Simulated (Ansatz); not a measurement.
## Reading a saddle point

A first-order saddle point of CH₈SSi, closed shell, PBE0-D4/def2-TZVP, with one imaginary mode of 991i cm⁻¹:

```
11
angstrom
Si -0.6570 0.8116 -0.2633
C -0.0662 -0.9672 0.7923
H -0.8832 0.7178 -1.7226
H -2.0127 0.4419 0.2800
H -0.3739 2.0870 0.4301
H 0.7629 -0.1934 0.1559
S 1.8257 0.8910 -0.8127
H -0.4745 -0.6622 1.7544
H 0.8555 -1.5344 0.9743
H -0.7536 -1.6137 0.2473
H 1.7770 0.0216 -1.8357
```

Ansatz 0.2.0; basis: def2-TZVPP and def2-QZVPP; cores frozen in the correlated methods. Extrapolation: Hartree–Fock as exp(−7.88 √X), correlation as X^−2.97.

**Question.** Which contacts change along the imaginary mode, and what lies on either side? (A judgement: the text doesn't fix the answer.)

**Answer.** Computed: The step is CH₆Si ([CH3][SiH3]) + H₂S → SiH₄S ([SiH3][SH]) + CH₄, with the molecules in contact on both sides. Shortening one way: Si1–S7, C2–H6; lengthening the same way: Si1–C2, H6–S7.
| pair | one side (Å) | saddle (Å) | other side (Å) |
| --- | --- | --- | --- |
| Si1–S7 | 3.97 | 2.54 | 2.14 |
| C2–H6 | 4.01 | 1.30 | 1.09 |
| Si1–C2 | 1.87 | 2.15 | 4.20 |
| H6–S7 | 1.34 | 1.80 | 3.32 |

**Question.** Which side is lower, and how far does the saddle lie above each? (To be estimated.)

**Answer.** By the calculation: The side with Si1–S7, C2–H6 short is lower by 0.606 eV; the saddle lies 3.075 eV above it and 2.469 eV above the other (CCSD(T) at an estimated basis limit (MP2 extrapolated from triple and quadruple zeta, plus CCSD(T) − MP2 in triple zeta); electronic energies).

The T1 diagnostic stays at or below 0.012.

Labels in which every atom is bracketed show which atoms are joined, not bond orders.

For scale, one of the runs: CCSD(T)/def2-TZVPP, 227 basis functions, launched by `ansatz run in.yaml --threads 4 --pin off --events-out ev --progress --plain --max-ram 9574MiB`. The run took 26 s on 4 CPU threads of an Intel Xeon Platinum 8488C (shared host), with 3.6 GiB of host memory at its peak.
